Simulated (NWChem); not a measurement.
System: dimethyl ether (C$_{2}$H$_{6}$O); SMILES COC

```xyz
9

C      1.1611     0.0000     0.1881
O      0.0000     0.0000    -0.5778
C     -1.1611     0.0000     0.1881
H      1.2330    -0.8952     0.8395
H      1.2330     0.8952     0.8395
H      2.0215     0.0000    -0.4963
H     -1.2330    -0.8952     0.8395
H     -2.0215     0.0000    -0.4963
H     -1.2330     0.8952     0.8395
```
Atoms are numbered in this order, from 1.

Geometry: optimised at PBE0/def2-SVP.

Symmetry labels are those of C2v in the frame above (b1 and b2, or b-type labels, depend on it).

Problem. List the 6 lowest vertical singlet excitations from Hartree-Fock/def2-SVP, TDHF (NWChem).

Solution. 
```tsv
state	energy (eV)	oscillator strength	symmetry	leading excitation (squared amplitude)
S1	10.17	0.164	b2	HOMO → LUMO (0.76)
S2	11.06	0.131	b2	HOMO → LUMO+6 (0.74)
S3	11.40	0.000	a2	HOMO → LUMO+1 (0.68)
S4	11.71	0.183	a1	HOMO−1 → LUMO (0.74)
S5	12.02	0.025	b2	HOMO → LUMO+2 (0.91)
S6	12.14	0.041	b1	HOMO−2 → LUMO (0.48)
```
